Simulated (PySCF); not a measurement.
```xyz
2

O     0.0000    0.0000   -0.6590
O     0.0000    0.0000    0.6590
```

Basis set: cc-pVTZ (spherical functions). Correlated methods keep 2 orbitals frozen. Charge 0, multiplicity 1.

Starred EOM-CCSD(T)(a) on the restricted Hartree–Fock determinant with PySCF 2.14.0; the energies are vertical.

(1) The solver was asked for the few lowest roots only. Give the ionization energies of singlet O2 among them whose weight of singles is over 0.7.

Answers

(1)

```csv
root,energy (eV),weight of singles
1,11.59,0.95
2,16.39,0.88
```

Higher main lines weren't sought. Caution: the closed shell is not the ground state.
